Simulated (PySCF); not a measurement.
Isomers of [C6H11]+ (charge +1), mass 83.086 u with the commonest isotopes. Method used: PBE0-D3(BJ)/def2-SVP geometry optimisation, gas phase in PySCF 2.14.0. One conformer each, none proved a minimum here; rigid rotors.

Question: Order these by out-of-plane moment Σ m c² = (Ia + Ib − Ic)/2, smallest first.
A. `[CH3:1][C+:2]1[CH2:3][CH2:4][CH2:5][CH2:6]1` (charge +1) with C1–C2–C3–C4 172°, C2–C3–C4–C5 28°, C3–C4–C5–C6 -35°, C4–C5–C6–C2 30°
B. `[CH3:1][C+:2]([CH3:3])[CH:4]1[CH2:5][CH2:6]1` (charge +1) with C1–C2–C4–C5 -34°
C. `C=C(C)[C+](C)C`

Answer: C (4.68 u·Å²), A (9.90 u·Å²), B (21.98 u·Å²).

Question: Order these by rotational constant B, smallest first.
A. `C=C(C)[C+](C)C`
B. `[CH3:1][C+:2]1[CH2:3][CH2:4][CH2:5][CH2:6]1` (charge +1) with C1–C2–C3–C4 172°, C2–C3–C4–C5 28°, C3–C4–C5–C6 -35°, C4–C5–C6–C2 30°
C. `[CH3:1][C+:2]([CH3:3])[CH:4]1[CH2:5][CH2:6]1` (charge +1) with C1–C2–C4–C5 -34°

Answer: C (2574 MHz), B (3030 MHz), A (3230 MHz).

Question: Order these by rotational constant A, largest first.
A. `[CH3:1][C+:2]([CH3:3])[CH:4]1[CH2:5][CH2:6]1` (charge +1) with C1–C2–C4–C5 -34°
B. `[CH3:1][C+:2]1[CH2:3][CH2:4][CH2:5][CH2:6]1` (charge +1) with C1–C2–C3–C4 172°, C2–C3–C4–C5 28°, C3–C4–C5–C6 -35°, C4–C5–C6–C2 30°
C. `C=C(C)[C+](C)C`

Answer: B (6669 MHz), A (6218 MHz), C (4635 MHz).

```json
{"SMILES": "C[C+]1CCCC1", "point group": "–", "Ia (u·Å²)": "75.78", "Ib (u·Å²)": "166.80", "Ic (u·Å²)": "222.78", "κ": "-0.65", "μa (D)": "2.45", "μb (D)": "0.09", "μc (D)": "0.16"}
{"SMILES": "C[C+](C)C1CC1", "point group": "–", "Ia (u·Å²)": "81.27", "Ib (u·Å²)": "196.34", "Ic (u·Å²)": "233.65", "κ": "-0.80", "μa (D)": "0.76", "μb (D)": "0.07", "μc (D)": "0.10"}
{"SMILES": "C=C(C)[C+](C)C", "point group": "near Cs", "Ia (u·Å²)": "109.03", "Ib (u·Å²)": "156.47", "Ic (u·Å²)": "256.15", "κ": "-0.06", "μa (D)": "0.85", "μb (D)": "0.71", "μc (D)": "0.01"}
```
